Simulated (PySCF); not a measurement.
# Broadened absorption spectrum of SiCl2

SiCl₂ (singlet state).
SMILES: `Cl[Si]Cl`

Computed with TDDFT CAM-B3LYP/def2-SVPD, vertical, gas phase, core orbitals frozen in the response (PySCF). Isolated species at its PBE0-D3(BJ)/def2-SVP geometry, gas phase.

Computed states:

```tsv
state	E (eV)	f
S1	3.89	0.030
S2	5.05	0.0000
S3	5.89	0.018
S4	6.45	0.0086
S5	6.63	0.034
S6	6.99	0.310
S7	7.01	0.224
S8	7.36	0.0000
S9	7.71	0.0000
S10	8.03	0.061
```

Broadening: Gaussians 0.3 eV wide at half height, area fixed by f = 4.319×10⁻⁹ ∫ε dν̃. The width is an assumption, not a result. The curve ends short of the highest state used, and states not computed would add to its high-energy end.

Task: Give the broadened spectrum and its maxima.

Result: 
λ (nm), ε (L mol⁻¹ cm⁻¹) and a bar:
```
    166.8        150 
    170.4       4559 ###
    173.9      28380 ##################
    177.4      47794 ##############################
    180.9      25738 ################
    184.4       7050 ####
    187.9       3742 ##
    191.5       2288 #
    195.0        922 #
    198.5        271 
    202.0        277 
    205.5        849 #
    209.0       1507 #
    212.6       1436 #
    216.1        778 
    219.6        255 
    223.1         53 
    226.6          7 
    230.1          1 
    233.7          0 
    237.2          0 
    240.7          0 
    244.2          0 
    247.7          0 
    251.2          0 
    254.7          0 
    258.3          0 
    261.8          0 
    265.3          0 
    268.8          0 
    272.3          0 
    275.8          0 
    279.4          0 
    282.9          2 
    286.4          7 
    289.9         28 
    293.4         86 
    296.9        221 
    300.5        492 
    304.0        911 #
    307.5       1454 #
    311.0       2020 #
    314.5       2463 ##
    318.0       2660 ##
    321.6       2557 ##
    325.1       2208 #
    328.6       1726 #
    332.1       1229 #
    335.6        802 #
    339.1        482 
    342.7        264 
    346.2        137 
    349.7         66 
    353.2         30 
    356.7         13 
    360.2          5
```

Maxima: 319 nm (3.89 eV), ε about 2700, made up of S1 (100%); 210 nm (5.89 eV), ε about 1600, made up of S3 (100%); 177 nm (7.00 eV), ε about 48000, made up of S6 (58%) and S7 (42%) (ε in L mol⁻¹ cm⁻¹; maxima over ε = 5, shares over 10%).

Task: What would ε be at 7.00 eV, the highest of these maxima, with half the width (0.15 eV)?

Result: About 94900 L mol⁻¹ cm⁻¹ against 47900, a factor of about 1.98; a lone state at its own centre would give exactly 2.

Task: Coming from long wavelengths, where does ε first pass 100 L mol⁻¹ cm⁻¹?

Result: At about 348 nm (3.57 eV), 0.32 eV below S1.

Task: On this curve, what absorbance would a 10⁻³ mol/L sample give at 193 nm over a 1 cm path?

Result: 193 nm is 6.424 eV, where ε is about 1600 L mol⁻¹ cm⁻¹, so A = ε c l ≈ 1.6 (Beer–Lambert, with the gas-phase spectrum and the assumed width).

All these states lie below the vertical ionisation energy of 10.23 eV (ΔSCF).
